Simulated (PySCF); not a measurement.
# Electric properties by functional and basis

Species: ethanimine, C2H5N.
SMILES: `[H]/N=C\C`

PySCF, dipoles from the SCF density, polarisabilities from static response with core orbitals frozen. Isolated species at its PBE0-D3(BJ)/def2-SVP geometry, gas phase.

Reference dipole: 1.900 D (measured, gas; NIST CCCBDB Release 22 (SRD 101), experimental dipoles). The anisotropy is √(½[(α1 − α2)² + (α2 − α3)² + (α3 − α1)²]).

```
              level  μ (D)  error (%)  α (Å³)  anisotropy (Å³)
CAM-B3LYP/def2-SVPD  2.635      +38.7    5.08             2.07
       PBE0/6-31+G*  2.765      +45.5    4.74             2.36
   PBE0/aug-cc-pVDZ  2.598      +36.7    5.28             2.19
    PBE0/def2-TZVPD  2.581      +35.9    5.25             2.16
   PBE0/aug-cc-pVTZ  2.589      +36.3    5.30             2.17
```

For the dipole, the smallest error is 35.9% (PBE0/def2-TZVPD) and the largest 45.5% (PBE0/6-31+G*). Even the closest misses by 36%. The dipole runs from 2.58 D (PBE0/def2-TZVPD) to 2.76 D (PBE0/6-31+G*). No reference polarisability is at hand; against PBE0 in the largest diffuse basis at hand (aug-cc-pVTZ) the other PBE0 rows deviate by 6-31+G* -11%, aug-cc-pVDZ 0%, def2-TZVPD -1%. Measured values can belong to vibrating molecules and may average over conformers; the computed ones are for one fixed geometry.
